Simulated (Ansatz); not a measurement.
# H₃MgOS+ (SMILES [OH2+][S][MgH]): single points off equilibrium

A test off equilibrium: a frame of a short trajectory is computed at several levels, and each is set against CCSD(T).

Program: Ansatz 0.2.0, Gaussian basis. Level of theory: single points in def2-TZVPP. These are calculated values, not measurements.

Cores are frozen in the correlated methods. The outer core shell of Li, Na, Mg and K is correlated.

## Step 1: Starting geometry

SMILES `[OH2+][S][MgH]`, 6 atoms, charge 1, spin multiplicity 1.

Atoms are counted from 1 here; the program's logs count them from 0.

Bond lengths: O1–S2 1.888 Å, O1–H4 0.967 Å, O1–H5 0.999 Å, S2–Mg3 2.421 Å, Mg3–H6 1.690 Å. Angles: S2–O1–H4 114.4°, S2–O1–H5 108.7°, H4–O1–H5 107.1°, O1–S2–Mg3 120.5°, S2–Mg3–H6 138.1°.

Coordinates:

```tsv
atom	x (Å)	y (Å)	z (Å)
O1	-1.04933	0.12485	-1.21127
S2	0.61732	-0.23197	-0.39977
Mg3	1.01467	0.37998	1.90912
H4	-1.49930	-0.65742	-1.55868
H5	-0.90537	0.74610	-1.97983
H6	1.82890	-0.24366	3.25289
```

## Step 2: PBE-D4/def2-TZVPP

Contents of run/in.yaml:

```yaml
crystal:
  periodic: [false, false, false]
  atoms:
    - {symbol: O, position_ang: [-1.049326, 0.124849, -1.211273]}
    - {symbol: S, position_ang: [0.617318, -0.231967, -0.399769]}
    - {symbol: Mg, position_ang: [1.014675, 0.379981, 1.909118]}
    - {symbol: H, position_ang: [-1.499298, -0.657424, -1.558679]}
    - {symbol: H, position_ang: [-0.905372, 0.746101, -1.979829]}
    - {symbol: H, position_ang: [1.828896, -0.243664, 3.252887]}
basis:
  gaussian: {orbitals: def2-TZVPP}
total_charge: 1
hamiltonian: {xc: pbe, dispersion: d4}
output: {forces: true}
```

The run is started by

```console
$ ansatz run in.yaml --threads 2 --pin off --events-out ev --progress --plain --max-ram 3481MiB
```

## Step 3: r2SCAN-D4/def2-TZVPP

run/in.yaml: that of step 2 with these lines changed.

```diff
@@ -12,3 +12,3 @@
 total_charge: 1
-hamiltonian: {xc: pbe, dispersion: d4}
+hamiltonian: {xc: r2scan, dispersion: d4}
 output: {forces: true}
```

## Step 4: PBE0-D4/def2-TZVPP

run/in.yaml: that of step 3 with these lines changed.

```diff
@@ -12,3 +12,3 @@
 total_charge: 1
-hamiltonian: {xc: r2scan, dispersion: d4}
-output: {forces: true}
+hamiltonian: {xc: pbe0, dispersion: d4}
+output: {forces: true, orbitals: {seedname: orbitals}}
```

## Step 5: wB97M-V/def2-TZVPP

run/in.yaml: that of step 4 with these lines changed.

```diff
@@ -12,3 +12,3 @@
 total_charge: 1
-hamiltonian: {xc: pbe0, dispersion: d4}
-output: {forces: true, orbitals: {seedname: orbitals}}
+hamiltonian: {xc: {name: wB97M-V}}
+output: {forces: true}
```

## Step 6: CCSD(T)/def2-TZVPP

run/in.yaml: that of step 5 with these lines changed.

```diff
@@ -12,3 +12,3 @@
 total_charge: 1
-hamiltonian: {xc: {name: wB97M-V}}
+correlation: {method: ccsd_t}
 output: {forces: true}
```

(Steps that only read results are left out.)

**Question.** What will these runs give? Wanted: energy less free atoms, CCSD(T)/def2-TZVPP; RMS force component; RMS force error; HOMO and LUMO, PBE0-D4; T1 diagnostic.

The runs gave:

| quantity | value |
| --- | --- |
| energy less free atoms, CCSD(T)/def2-TZVPP | -146.7 kcal/mol |
| RMS force component | 0.491 to 0.570 eV/Å over the methods |
| RMS force error | PBE-D4 0.224, r2SCAN-D4 0.096, PBE0-D4 0.088, wB97M-V 0.059 eV/Å |
| HOMO and LUMO, PBE0-D4 | -12.05 and -8.48 eV |
| T1 diagnostic | 0.012 |

In words: Against CCSD(T) the functionals' energies less atoms differ by -17.8 to -4.9 kcal/mol, PBE-D4 by -17.8 kcal/mol. CCSD(T) in triple zeta still lacks some correlation energy of the bonds, so part of these gaps is its own basis error and they don't rank the functionals. On forces the order runs from wB97M-V to PBE-D4. Frozen-core CCSD(T) forces in triple zeta carry basis errors of their own, and this is one geometry, so small gaps rank nothing. The restricted Hartree–Fock reference is unstable towards an unrestricted one at one or more of these structures.
